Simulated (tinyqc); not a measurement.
Worked calculation: CIS and TDHF on RHF in the sto-3g basis, frozen core, for BH2+, spin multiplicity 1. One step of it, computed by the program tinyqc.

Question. TDHF (RPA) triplet states. B(ia,jb) = - (ib|ja); the squared energies are the eigenvalues of (A - B)(A + B); 1 hartree = 27.211386 eV.

CIS matrix A, triplet (hartree), lower triangle:
```
           2>4       2>5        2>6        2>7        3>4       3>5       3>6       3>7
2>4   0.320910
2>5   0.000000  0.348557
2>6  -0.023241  0.000000   0.775238
2>7   0.000000  0.000000   0.000000   0.934342
3>4   0.000000  0.000000   0.000000   0.064507   0.201578
3>5   0.000000  0.000000   0.000000   0.000000   0.000000  0.244131
3>6   0.000000  0.000000   0.000000  -0.122346  -0.004277  0.000000  0.647589
3>7   0.064507  0.000000  -0.122346   0.000000   0.000000  0.000000  0.000000  0.781787
```

Two-electron integrals over orbitals (pq|rs), unique and non-zero (hartree); the lowest 1 orbital is frozen and left out:
```
(22|22) 0.479103    (32|32) 0.147828    (33|22) 0.475384    (33|33) 0.496635
(42|22) 0.023624    (42|33) 0.016596    (42|42) 0.069333    (43|32) 0.018913
(43|43) 0.027962    (44|22) 0.450688    (44|33) 0.438576    (44|42) -0.066460
(44|44) 0.590240    (52|52) 0.075012    (53|53) 0.020150    (54|52) -0.028055
(54|54) 0.040878    (55|22) 0.475535    (55|33) 0.448517    (55|42) -0.029330
(55|44) 0.513539    (55|55) 0.586773    (62|22) 0.041903    (62|33) 0.006195
(62|42) -0.001200   (62|44) 0.063727    (62|55) 0.095657    (62|62) 0.086932
(63|32) -0.072501   (63|43) -0.021127   (63|63) 0.077762    (64|22) 0.023241
(64|33) 0.004277    (64|42) 0.012450    (64|44) 0.027764    (64|55) 0.031224
(64|62) 0.044237    (64|64) 0.030740    (65|52) 0.053993    (65|54) -0.012420
(65|65) 0.046295    (66|22) 0.484785    (66|33) 0.480990    (66|42) 0.056401
(66|44) 0.418306    (66|55) 0.454157    (66|62) 0.023841    (66|64) 0.022111
(66|66) 0.533929    (72|32) -0.019613   (72|43) -0.028022   (72|63) 0.051320
(72|72) 0.053312    (73|22) 0.035831    (73|33) 0.024684    (73|42) -0.047240
(73|44) 0.102917    (73|55) 0.102182    (73|62) 0.069977    (73|64) 0.027677
(73|66) -0.009171   (73|73) 0.105290    (74|32) -0.064507   (74|43) 0.009072
(74|63) 0.035575    (74|72) 0.002657    (74|74) 0.049536    (75|53) 0.016651
(75|75) 0.018290    (76|32) 0.122346    (76|43) 0.029859    (76|63) -0.084660
(76|72) -0.045006   (76|74) -0.052373   (76|76) 0.129459    (77|22) 0.476019
(77|33) 0.497130    (77|42) -0.000602   (77|44) 0.471835    (77|55) 0.468296
(77|62) 0.006856    (77|64) -0.000079   (77|66) 0.490837    (77|73) 0.034703
(77|77) 0.528233
```

Give: TDHF matrix B, triplet; squared energies w^2; TDHF energies from the positive w^2.

Answer.

TDHF matrix B, triplet (hartree), lower triangle:
```
         2>4      2>5      2>6      2>7      3>4      3>5      3>6      3>7
2>4  -0.0693
2>5   0.0000  -0.0750
2>6   0.0012   0.0000  -0.0869
2>7   0.0000   0.0000   0.0000  -0.0533
3>4   0.0000   0.0000   0.0000   0.0472  -0.0280
3>5   0.0000   0.0000   0.0000   0.0000   0.0000  -0.0201
3>6   0.0000   0.0000   0.0000  -0.0700   0.0211   0.0000  -0.0778
3>7   0.0280   0.0000  -0.0513   0.0000   0.0000   0.0000   0.0000  -0.1053
```

squared energies w^2 (hartree^2): 0.0354  0.0592  0.0906  0.1159  0.3464  0.4121  0.8215  0.9646

TDHF energies from the positive w^2 (eV): 5.1227  6.6205  8.1928  9.2625  16.0151  17.4679  24.6633  26.7261
